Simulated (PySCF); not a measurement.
Molecule: `C#[NH+]`, [CH₂N]+.

Structure with atom numbers: `[CH:1]#[NH+:2]` (H(Xn): hydrogen on atom n).

Spin–spin couplings on one PBE0-D3(BJ)/def2-SVP geometry, PySCF 2.14.0 with density-fitted response routines, gas phase, non-relativistic, equivalent pairs averaged; isotopes 13C, 1H, 15N; basis pcJ-1.

Q: How do the couplings (Hz) change with the functional? Times are CPU seconds on shared hosts with different chips, so compare them loosely.

A: 
| functional | functions | 1J(C1,H(C1)) | 1J(N2,H(N2)) | 1J(C1,N2) | 2J(N2,H(C1)) | 3J(H(C1),H(N2)) | core-s |
| --- | --- | --- | --- | --- | --- | --- | --- |
| HF | 74 | 468.6 | -217.5 | -166.5 | 19.2 | 52.0 | 0.3 |
| LDA | 74 | 302.4 | -134.3 | -70.2 | -20.4 | 6.8 | 0.8 |
| PBE | 74 | 353.3 | -153.8 | -75.9 | -22.1 | 10.2 | 1 |
| KT2 | 74 | 387.7 | -169.8 | -67.6 | -23.0 | 15.8 | 1.1 |
| B3LYP | 74 | 377.2 | -163.8 | -83.0 | -22.1 | 10.9 | 1.2 |
| PBE0 | 74 | 358.4 | -157.0 | -81.3 | -21.0 | 11.7 | 0.9 |
| B97-2 | 74 | 346.3 | -152.6 | -81.7 | -20.3 | 10.4 | 0.9 |
| BHandHLYP | 74 | 395.3 | -173.0 | -93.6 | -19.8 | 14.2 | 1 |
| CAM-B3LYP | 74 | 371.7 | -162.0 | -83.2 | -22.4 | 10.6 | 1.1 |
